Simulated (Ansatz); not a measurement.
**CH5Al (SMILES [CH3][AlH2]): the energy, rung by rung**

CH5Al: 7 atoms, total charge 0, spin state singlet. SMILES: `[CH3][AlH2]`. Geometry: relaxed at PBE0-D4/def2-TZVP.

```xyz
7

C    -0.4485   -0.6956   -0.3555
Al    0.5629    0.7783    0.4247
H    -1.0631   -1.2196    0.3808
H    -1.1344   -0.3064   -1.1182
H     0.1934   -1.4255   -0.8556
H     0.0160    1.5493    1.7034
H     1.9348    1.2516   -0.2254
```

Each level gives the energy change with the C1–H4 bond stretched from 1.097 to 2.743 Å (eV). The values are calculated.

| level | kind | program | value (eV) | less FCI/STO-3G |
| --- | --- | --- | --- | --- |
| HF/STO-3G (restricted) | Hartree–Fock | Ansatz | 10.15 | +4.74 |
| BLYP/STO-3G (restricted) | GGA | Ansatz | 6.78 | +1.37 |
| PBE/STO-3G (restricted) | GGA | Ansatz | 7.03 | +1.62 |
| r2SCAN/STO-3G (restricted) | meta-GGA | Ansatz | 7.48 | +2.07 |
| B3LYP/STO-3G (restricted) | global hybrid | Ansatz | 7.57 | +2.16 |
| r2SCAN0/STO-3G (restricted) | hybrid meta-GGA | Ansatz | 8.24 | +2.83 |
| CCSDT(Q)/STO-3G (restricted) | coupled cluster or CI | Ansatz | 5.40 | -0.01 |
| CCSDTQ/STO-3G (restricted) | coupled cluster or CI | Ansatz | 5.41 | 0.00 |
| FCI/STO-3G | exact in the basis | Ansatz | 5.41 | 0.00 |

FCI/STO-3G is exact within its basis and frozen core, so for wave-function methods in that basis the difference is their error; functionals converge differently with the basis, so for them it is only a difference. A spin-restricted reference rises too steeply as a bond breaks; here HF/STO-3G, BLYP/STO-3G, PBE/STO-3G, r2SCAN/STO-3G, B3LYP/STO-3G, r2SCAN0/STO-3G lie well above the multireference or unrestricted value. The first shape isn't each level's own minimum. The values span 5.40 to 10.15 eV. All rows use very small basis sets, so none should be taken for the real molecule's value.
